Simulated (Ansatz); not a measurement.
## Ansatz (development build ahead of 0.2.0) run

```yaml
crystal:
  periodic: [false, false, false]
  atoms:
    - { symbol: C, position_ang: [0.00199, 0.03226, -0.95428] }
    - { symbol: F, position_ang: [0.02635, 1.46795, 0.277] }
    - { symbol: F, position_ang: [0.00425, -1.58864, 0.2426] }
basis:
  gaussian: { orbitals: "6-31G" }
hamiltonian:
  xc: hf
```

The input is written out in the form of the current development build from the run's settings.

Results

```yaml
Converged: yes
Total_energy: -236.33740 hartree
Spin_squared_of_the_determinant: 0.000
```

Caution: stretched shape with no unrestricted run beside it, a lower state can exist.
